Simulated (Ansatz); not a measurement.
# C₂H₆Si (SMILES CC[SiH]): one structure at several levels

Aim: energy, forces and dipole at a structure displaced at random from a GFN2-xTB minimum, from CCSD(T) and from density functionals.

Program: Ansatz 0.2.0, Gaussian basis. Level of theory: single points in def2-TZVPP. These are calculated values, not measurements.

Cores are frozen in the correlated methods.

## Step 1: The system as given

SMILES `CC[SiH]`, 9 atoms, charge 0, spin multiplicity 1.

Atoms are counted from 1 here; the program's logs count them from 0.

Bond lengths: C1–C2 1.565 Å, C1–H4 1.051 Å, C1–H5 0.982 Å, C1–H6 1.081 Å, C2–Si3 1.919 Å, C2–H7 1.023 Å, C2–H8 0.922 Å, Si3–H9 1.623 Å. Angles: C2–C1–H4 111.0°, C2–C1–H5 120.6°, C2–C1–H6 113.5°, H4–C1–H5 94.7°, H4–C1–H6 107.5°, H5–C1–H6 107.4°, C1–C2–Si3 108.7°, C1–C2–H7 106.7°, C1–C2–H8 116.2°, Si3–C2–H7 107.5°, Si3–C2–H8 114.7°, H7–C2–H8 102.3°, C2–Si3–H9 91.0°.

Geometry (Å):

```mol
C2H6Si
  3D, bonds by distance, orders not assigned

  9  8  0  0  0  0  0  0  0  0999 V2000
   -0.5888    0.5300   -0.5726 C   0  0
    0.3450   -0.6391   -0.1151 C   0  0
    1.5725    0.0327    1.1981 Si  0  0
   -1.0980    0.2814   -1.4583 H   0  0
   -0.2096    1.3628   -0.9297 H   0  0
   -1.3312    0.8018    0.1645 H   0  0
    0.8913   -0.9161   -0.9343 H   0  0
   -0.0741   -1.4270    0.1168 H   0  0
    0.3674    0.2258    2.2676 H   0  0
  1  2  8  0
  1  4  8  0
  1  5  8  0
  1  6  8  0
  2  3  8  0
  2  7  8  0
  2  8  8  0
  3  9  8  0
M  END
```

## Step 2: CCSD(T)/def2-TZVPP

run/in.yaml

```yaml
crystal:
  periodic: [false, false, false]
  atoms:
    - {symbol: C, position_ang: [-0.588800, 0.530000, -0.572600]}
    - {symbol: C, position_ang: [0.345000, -0.639100, -0.115100]}
    - {symbol: Si, position_ang: [1.572500, 0.032700, 1.198100]}
    - {symbol: H, position_ang: [-1.098000, 0.281400, -1.458300]}
    - {symbol: H, position_ang: [-0.209600, 1.362800, -0.929700]}
    - {symbol: H, position_ang: [-1.331200, 0.801800, 0.164500]}
    - {symbol: H, position_ang: [0.891300, -0.916100, -0.934300]}
    - {symbol: H, position_ang: [-0.074100, -1.427000, 0.116800]}
    - {symbol: H, position_ang: [0.367400, 0.225800, 2.267600]}
basis:
  gaussian: {orbitals: def2-TZVPP}
correlation: {method: ccsd_t}
output: {forces: true}
```

No record of the launch command was kept for these runs.

## Step 3: PBE0-D4/def2-TZVPP

Edit run/in.yaml of step 2 so:

```diff
@@ -14,3 +14,3 @@
   gaussian: {orbitals: def2-TZVPP}
-correlation: {method: ccsd_t}
-output: {forces: true}
+hamiltonian: {xc: pbe0, dispersion: d4}
+output: {forces: true, orbitals: {seedname: orbitals}}
```

## Step 4: wB97M-V/def2-TZVPP

Edit run/in.yaml of step 3 so:

```diff
@@ -14,3 +14,3 @@
   gaussian: {orbitals: def2-TZVPP}
-hamiltonian: {xc: pbe0, dispersion: d4}
-output: {forces: true, orbitals: {seedname: orbitals}}
+hamiltonian: {xc: {name: wB97M-V}}
+output: {forces: true}
```

## Step 5: r2SCAN-D4/def2-TZVPP

Edit run/in.yaml of step 4 so:

```diff
@@ -14,3 +14,3 @@
   gaussian: {orbitals: def2-TZVPP}
-hamiltonian: {xc: {name: wB97M-V}}
+hamiltonian: {xc: r2scan, dispersion: d4}
 output: {forces: true}
```

## Step 6: PBE-D4/def2-TZVPP

Edit run/in.yaml of step 5 so:

```diff
@@ -14,3 +14,3 @@
   gaussian: {orbitals: def2-TZVPP}
-hamiltonian: {xc: r2scan, dispersion: d4}
+hamiltonian: {xc: pbe, dispersion: d4}
 output: {forces: true}
```

## Step 7: wB97X-V/def2-TZVPP

Edit run/in.yaml of step 6 so:

```diff
@@ -14,3 +14,3 @@
   gaussian: {orbitals: def2-TZVPP}
-hamiltonian: {xc: pbe, dispersion: d4}
+hamiltonian: {xc: {name: wB97X-V}}
 output: {forces: true}
```

## Step 8: BHLYP-D4/def2-TZVPP

Edit run/in.yaml of step 7 so:

```diff
@@ -14,3 +14,3 @@
   gaussian: {orbitals: def2-TZVPP}
-hamiltonian: {xc: {name: wB97X-V}}
+hamiltonian: {xc: {name: BHLYP}, dispersion: d4}
 output: {forces: true}
```

(Steps that only read results are left out.)

What does the calculation give? Wanted: energy less free atoms, CCSD(T)/def2-TZVPP; RMS force component; RMS force error; HOMO and LUMO, PBE0-D4; T1 diagnostic.

As calculated:

| quantity | value |
| --- | --- |
| energy less free atoms, CCSD(T)/def2-TZVPP | -2934.7 kJ/mol |
| RMS force component | 2.992 to 3.114 eV/Å over the methods |
| RMS force error | PBE0-D4 0.089, wB97M-V 0.061, r2SCAN-D4 0.057, PBE-D4 0.157, wB97X-V 0.071, BHLYP-D4 0.151 eV/Å |
| HOMO and LUMO, PBE0-D4 | -6.37 and -2.55 eV |
| T1 diagnostic | 0.012 |

What this shows: Against CCSD(T) the functionals' energies less atoms differ by -96.7 to -20.9 kJ/mol, PBE-D4 by -96.7 kJ/mol. CCSD(T) in triple zeta still lacks some correlation energy of the bonds, so part of these gaps is its own basis error and they don't rank the functionals. On forces the order runs from r2SCAN-D4 to PBE-D4. Frozen-core CCSD(T) forces in triple zeta carry basis errors of their own, and this is one geometry, so small gaps rank nothing. The restricted Hartree–Fock reference is unstable towards an unrestricted one at one or more of these structures.
